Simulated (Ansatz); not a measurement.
Input file:

```yaml
crystal:
  periodic: [false, false, false]
  atoms:
    - {symbol: B, position_ang: [0.000000, 0.000000, 1.771498]}
    - {symbol: O, position_ang: [0.000000, 0.000000, -0.162050]}
    - {symbol: H, position_ang: [0.000000, 0.000000, -1.609447]}
basis:
  gaussian: {orbitals: 6-31G}
correlation: {method: fci, electrons: outside_noble_gas}
```

```sh
$ ansatz run in.yaml --threads 1 --pin off --events-out ev --progress --plain --max-ram 2393MiB
```

Q: Roughly how long does this take on 1 thread of Arm Neoverse V1, shared host, and how much host memory?

A: 2.6 min wall and 1.2 GiB.

```
388 factors; integrals over basis functions are off by at most 3.6e-8 eV
mean field evaluation 1: about -2711.6317 eV, gradient 4.4e1 eV
mean field evaluation 2: about -2711.6335 eV, gradient 4.4e1 eV
mean field evaluation 4: about -2716.3305 eV, gradient 3.0e0 eV
mean field evaluation 8: about -2716.4036 eV, gradient 1.4e-1 eV
mean field -2716.40381749 eV, -99.8259990482 hartree, gradient 1.7e-6 eV, S^2 0.000000; 0 other end points of the search recorded, 0 dependent functions left out; unrestricted orbitals would lower it
mean field evaluation 16: about -2716.3410 eV, gradient 3.8e0 eV
2 core orbitals not correlated: weight in the atoms' cores, before any rotation towards them, 1.000 or more for the frozen orbitals, at most 0.000 for the correlated occupied ones
reference -2716.40381749 eV, -99.8259990482 hartree; 5, 5 occupied and 13, 13 virtual orbitals, 388 factors
state -2722.84965962 eV, -100.0628793772 hartree
Total energy: -2722.84965962 eV, -100.0628793772 hartree
```
